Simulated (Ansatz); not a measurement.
in.yaml

```yaml
crystal:
  periodic: [false, false, false]
  atoms:
    - {symbol: Sb, position_ang: [0.000000, -0.005571, 0.000000]}
    - {symbol: H, position_ang: [0.000000, 0.336502, -1.673931]}
    - {symbol: H, position_ang: [0.000000, 0.336528, 1.673926]}
basis:
  gaussian: {orbitals: def2-SVP}
total_charge: 1
magnetization: {spin_polarized: true, initial_magnetization: 0}
correlation: {method: ccsdt_q_b, electrons: outside_noble_gas}
scf: {lower_state_search: off}
```

```sh
$ ansatz run in.yaml --threads 1 --pin off --events-out ev --progress --plain --max-ram 2393MiB
```

Problem. Roughly how long does this take on 1 thread of Intel Xeon, shared host, and how much host memory?

Solution. 11 s wall and 0.15 GiB.

```
these checks for a lower state are left out or cut short: stability, starts, cluster_reference, orbital_swaps, neighbouring_geometries, increment
759 factors; integrals over basis functions are off by at most 1.4e-7 eV
mean field evaluation 1: about -6530.4157 eV, gradient 5.3e0 eV
mean field evaluation 2: about -6530.4323 eV, gradient 5.3e0 eV
mean field evaluation 4: about -6530.6691 eV, gradient 2.7e-1 eV
mean field evaluation 8: about -6530.6707 eV, gradient 1.0e-6 eV
mean field -6530.67071048 eV, -239.9977219624 hartree, gradient 2.6e-6 eV, S^2 0.000000; 0 other end points of the search recorded, 0 dependent functions left out
9 core orbitals not correlated: weight in the atoms' cores, before any rotation towards them, 0.999 or more for the frozen orbitals, at most 0.000 for the correlated occupied ones
reference -6530.67071048 eV, -239.9977219624 hartree; 3, 3 occupied and 24, 24 virtual orbitals, 759 factors
second order -2.24671309 eV of doubles, -0.00000000 eV of singles
cycle   1  -2.73543807 eV  change   -4.9e-1 eV  update   7.6e-2
cycle   2  -3.08289941 eV  change   -3.5e-1 eV  update   4.3e-2
cycle   3  -3.12538902 eV  change   -4.2e-2 eV  update   2.2e-2
cycle   4  -3.15486408 eV  change   -2.9e-2 eV  update   1.6e-2
cycle   5  -3.16764380 eV  change   -1.3e-2 eV  update   9.6e-3
cycle   6  -3.16939208 eV  change   -1.7e-3 eV  update   5.4e-3
cycle   7  -3.17419211 eV  change   -4.8e-3 eV  update   3.8e-3
cycle   8  -3.17649892 eV  change   -2.3e-3 eV  update   2.4e-3
cycle   9  -3.17572251 eV  change    7.8e-4 eV  update   1.0e-3
cycle  10  -3.17676915 eV  change   -1.0e-3 eV  update   3.8e-4
cycle  11  -3.17672963 eV  change    4.0e-5 eV  update   1.7e-4
cycle  12  -3.17668524 eV  change    4.4e-5 eV  update   6.6e-5
cycle  13  -3.17661362 eV  change    7.2e-5 eV  update   2.6e-5
cycle  14  -3.17662071 eV  change   -7.1e-6 eV  update   9.3e-6
cycle  15  -3.17662746 eV  change   -6.8e-6 eV  update   3.3e-6
cycle  16  -3.17662781 eV  change   -3.4e-7 eV  update   9.7e-7
cycle  17  -3.17662726 eV  change    5.4e-7 eV  update   4.0e-7
cycle  18  -3.17662727 eV  change   -6.5e-9 eV  update   2.0e-7
perturbative correction -0.00691265 eV, -0.0002540352 hartree
Total energy: -6533.85425040 eV, -240.1147148966 hartree
Checks for a lower state left out: stability, starts, cluster_reference, orbital_swaps, neighbouring_geometries, increment
```
